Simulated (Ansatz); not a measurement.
**CHN (singlet): from Hartree-Fock to the top rungs at distance C2–H3 = 1.069 Å, 6-31G**

One table from this session's results is given with a row withheld; the runs are named, their logs left out.

Method: 6-31G, core rule «outside noble gas», up to 2 orbitals frozen; program: Ansatz 0.2.0, Gaussian basis.

The runs, in order: UHF; CCSD(T) on RHF; BCCD(T) on RHF; CISD; CCSDT(Q) on RHF; CCSDTQ on RHF; CASSCF and MRCISD+Q, 2 electrons in 2 orbitals; CASSCF and NEVPT2, 2 electrons in 2 orbitals; CASSCF and MRCISD+Q, 10 electrons in 9 orbitals; CASSCF and NEVPT2, 10 electrons in 9 orbitals; Full CI.

16 further runs of the same task are left out: 13 that didn't finish, 3 set aside as unsound or not needed.

## The system

The geometry derives from a PBE0/def2-TZVP stationary point (not a proven minimum). One bond is set to the value named and the two fragments are kept rigid.

3 atoms, charge 0, spin multiplicity 1.

Atoms are counted from 1 here; the program's logs count them from 0.

Bond lengths: N1–C2 1.146 Å, C2–H3 1.069 Å. Angles: N1–C2–H3 180.0°.

Set-up of the first run:

Contents of in.yaml:

```yaml
crystal:
  periodic: [false, false, false]
  atoms:
    - {symbol: N, position_ang: [0.000000, 0.000000, 1.119979]}
    - {symbol: C, position_ang: [0.000000, 0.000000, -0.025627]}
    - {symbol: H, position_ang: [0.000000, 0.000000, -1.094352]}
basis:
  gaussian: {orbitals: 6-31G}
magnetization: {spin_polarized: true, initial_magnetization: 0}
hamiltonian: {xc: hf}
output: {orbitals: {seedname: orbitals}}
```

Run with:

```
> ansatz run in.yaml --threads 1 --pin off --events-out ev --progress --plain --max-ram 2393MiB
```

Steps of the session up to this table: UHF; CCSD(T) on RHF; BCCD(T) on RHF; CISD; CCSDT(Q) on RHF; CCSDTQ on RHF; CASSCF and MRCISD+Q, 2 electrons in 2 orbitals; CASSCF and NEVPT2, 2 electrons in 2 orbitals; CASSCF and MRCISD+Q, 10 electrons in 9 orbitals; CASSCF and NEVPT2, 10 electrons in 9 orbitals; Full CI.

One table of the session follows, with a row left open; its other results are not shown here.

It belongs to the step «Misses and costs». 

| method | from FCI (meV) |
| --- | --- |
| RHF | +5994.7 |
| RMP2 | +283.8 |
| CISD | +636.3 |
| RCCSD | +223.7 |
| RCCSD(T) | +39.9 |
| BCCD(T) | +40.5 |
| RCCSDT | +39.3 |
| RCCSDT(Q) | -0.5 |
| RCCSDTQ | +4.2 |
| CASSCF pair | +5154.9 |
| NEVPT2 pair | +364.0 |
| MRCISD pair | +500.4 |
| MRCISD+Q pair | +131.7 |
| CASSCF valence | +1711.1 |
| NEVPT2 valence | +405.2 |
| MRCISD valence | ? |
| MRCISD+Q valence | +13.7 |
| FCI | 0 |

Q: Estimate the row for MRCISD valence from the others.

**Answer.** from FCI (meV): +55.1. In the column «from FCI (meV)» it lies between BCCD(T) (+40.5) and MRCISD+Q pair (+131.7).
